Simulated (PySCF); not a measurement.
Compound: sulfuryl chloride, Cl2O2S.
SMILES: `O=S(=O)(Cl)Cl`

Computed with MP2 and CCSD/aug-cc-pVDZ in PySCF, restricted Hartree–Fock reference, 17 core orbitals frozen, non-relativistic, gas phase, PBE0-D3(BJ)/def2-SVP geometry.

E(HF) = -1466.17199 Eh.

**Question.** How large is the problem?

**Answer.** 127 basis functions and 66 electrons; 17 orbitals frozen, which leaves o = 16 correlated occupied and v = 94 virtual orbitals. That is o·v = 1504 singles and o·v(o·v + 1)/2 = 1131760 distinct closed-shell doubles amplitudes before symmetry; the costliest CCSD step grows as o²v⁴ = 2.0 × 10^10.

**Question.** What are the MP2 and CCSD correlation energies?

**Answer.** MP2 -0.8592 Eh and CCSD -0.8730 Eh, which gives totals of -1467.03118 and -1467.04500 Eh. That is 0.742 eV for each correlated electron at CCSD (2292 kJ/mol in all, 0.060 % of the total energy); MP2 gives 98.4 % of the CCSD value.

**Question.** What is the T1 diagnostic?

**Answer.** 0.0183, close to the customary warning level of 0.02. It is the norm of the spatial-orbital singles amplitudes over the root of the number of correlated electrons, so the norm is 0.104.

**Question.** How does correlation change the dipole moment?

**Answer.** HF gives 2.21 D and CCSD (unrelaxed density) 1.67 D, a change of -0.54 D.

No triples correction and no basis-set extrapolation were made.

The job also held the EOM ionisation roots. The run took 2.1 min on one thread of an Arm Neoverse V1, shared host with 64 logical CPUs at a one-minute load of 39, and the process peaked at 1.5 GiB of memory.
